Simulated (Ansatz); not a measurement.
Basis-set extrapolation for C₃H₄O, SMILES `CC#CO` (PBE0-D4/def2-TZVP geometry, frozen core, Ansatz). Multiplicity 1, RHF reference.

```json
{"": "HF", "def2-TZVPP": "-190.790947", "def2-QZVPP": "-190.799401"}
{"": "MP2 correlation", "def2-TZVPP": "-0.710962", "def2-QZVPP": "-0.760938"}
{"": "CCSD(T) correlation", "def2-TZVPP": "-0.762558", "def2-QZVPP": "not run"}
```

Energies in hartree. Use E(X) = E(∞) + A·exp(−7.88·√X) for Hartree–Fock and E(X) = E(∞) + B·X^(−2.97) for correlation, with X = 3 and 4, and add CCSD(T) minus MP2 of the smaller set to the MP2 limit.

**Question.** What is the CCSD(T) energy at the basis-set limit?

**Answer.** HF limit: -190.799401 + (-0.008454) × 0.13774 = -190.80057. MP2 limit: -0.760938 + (-0.049976) × 0.74074 = -0.79796. Higher-order term: -0.762558 − (-0.710962) = -0.05160. Total: -191.65013 hartree, 60.6 kcal/mol below CCSD(T)/def2-TZVPP.
